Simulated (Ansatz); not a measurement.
A made-up structure of CH$_{5}$OS (charge +1), closed shell:

| atom | x (Å) | y (Å) | z (Å) |
| --- | --- | --- | --- |
| C1 | -0.0532 | 0.1779 | 1.0569 |
| S2 | -0.7370 | 0.8527 | -0.4197 |
| O3 | 0.9520 | -1.1251 | 0.3216 |
| H4 | -1.5569 | -0.0168 | -1.0688 |
| H5 | 0.1993 | 1.4241 | -1.2238 |
| H6 | -1.5053 | 1.8455 | 0.1035 |
| H7 | 0.6706 | -2.0231 | 0.5741 |
| H8 | 1.9084 | -1.0069 | 0.4654 |

It is relaxed with PBE-D4/def2-SVP and then PBE0-D4/def2-TZVP (Ansatz 0.2.0). Atoms count as bonded within 1.22 times the sum of their covalent radii (H–H: 0.88 Å). The end point is not checked to be a true minimum.

(1) Does its bonding change? (Judge from chemistry; the calculation decides.)

## Answers

(1) The calculation gives: Yes. Formed: C1–O3; broken: none.

Where it ends: The first stage lowers the energy by 1.27 eV in 8 steps. It ends as CH₅OS ([OH2][C][SH3]), total charge +1:
C1  (0.075, 0.004, 0.883)
S2  (-0.639, 0.732, -0.426)
O3  (0.976, -1.149, 0.371)
H4  (-1.652, 0.284, -1.286)
H5  (-0.099, 1.559, -1.423)
H6  (-1.339, 1.658, 0.249)
H7  (0.669, -1.980, 0.774)
H8  (1.888, -0.980, 0.666)
(Å)

Labels in which every atom is bracketed show which atoms are joined, not bond orders.

For scale, one of the runs: PBE0-D4/def2-TZVP relaxation, 129 basis functions, launched by `ansatz run in.yaml --threads 2 --pin off --events-out ev --progress --plain --max-ram 4352MiB`. The run took about 17 s on 2 CPU threads of an Arm Neoverse V1 (shared host).
